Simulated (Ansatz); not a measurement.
(1) Predict a relaxed structure of the cluster Si₃, charge 0, singlet, at PBE-D4/def2-TZVP (Ansatz).

Answers

(1) 
```xyz
3

Si   -0.831   -0.668    0.279
Si    0.551   -0.356   -1.390
Si    0.281    1.024    1.111
```
Point group C2v (tolerance 0.1 Å). This is one stationary point.

At PBE-D4/def2-TZVP a triplet of charge 0 lies 0.12 eV below the restricted singlet, each at its own geometry. The structure comes from a short search, and lower isomers may exist.
